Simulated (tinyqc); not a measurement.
Inside a calculation. Method: CIS and TDHF on RHF in the sto-3g basis, frozen core, for OH-, spin multiplicity 1. The basis has no diffuse functions, so it cannot describe the extra electron: this is an exercise in the method, not the real anion. One step of it, computed by the program tinyqc.

Problem. CIS matrix, triplets. A(ia,jb) = (e_a - e_i) d_ij d_ab - (ij|ab).

orbital energies (hartree): MO1 -19.403488, MO2 -0.583287, MO3 0.072223, MO4 0.239172, MO5 0.239172, MO6 1.173772

Two-electron integrals over orbitals (pq|rs), unique and non-zero (hartree); the lowest 1 orbital is frozen and left out:
```
p,q,r,s,(pq|rs)
2,2,2,2,0.724615
3,2,2,2,-0.035493
3,2,3,2,0.146365
3,3,2,2,0.627977
3,3,3,2,-0.015845
3,3,3,3,0.647999
4,2,4,2,0.149400
4,3,4,2,-0.051307
4,3,4,3,0.042833
4,4,2,2,0.752487
4,4,3,2,-0.102753
4,4,3,3,0.620219
4,4,4,4,0.880159
5,2,5,2,0.149400
5,3,5,2,-0.051307
5,3,5,3,0.042833
5,4,5,4,0.047444
5,5,2,2,0.752487
5,5,3,2,-0.102753
5,5,3,3,0.620219
5,5,4,4,0.785270
5,5,5,5,0.880159
6,2,2,2,-0.105460
6,2,3,2,-0.027091
6,2,3,3,-0.006225
6,2,4,4,-0.111507
6,2,5,5,-0.111507
6,2,6,2,0.108510
6,3,2,2,-0.110318
6,3,3,2,0.120526
6,3,3,3,-0.045338
6,3,4,4,-0.157490
6,3,5,5,-0.157490
6,3,6,2,0.037741
6,3,6,3,0.167030
6,4,4,2,-0.039800
6,4,4,3,-0.009156
6,4,6,4,0.038337
6,5,5,2,-0.039800
6,5,5,3,-0.009156
6,5,6,5,0.038337
6,6,2,2,0.679906
6,6,3,2,0.026617
6,6,3,3,0.641240
6,6,4,4,0.665922
6,6,5,5,0.665922
6,6,6,2,-0.086517
6,6,6,3,-0.045874
6,6,6,6,0.719325
```

Give: CIS matrix A, triplet.

Solution.

CIS matrix A, triplet (hartree):
```
,2>6,3>6,4>6,5>6
2>6,1.0772,-0.0266,0.0000,0.0000
3>6,-0.0266,0.4603,0.0000,0.0000
4>6,0.0000,0.0000,0.2687,0.0000
5>6,0.0000,0.0000,0.0000,0.2687
```
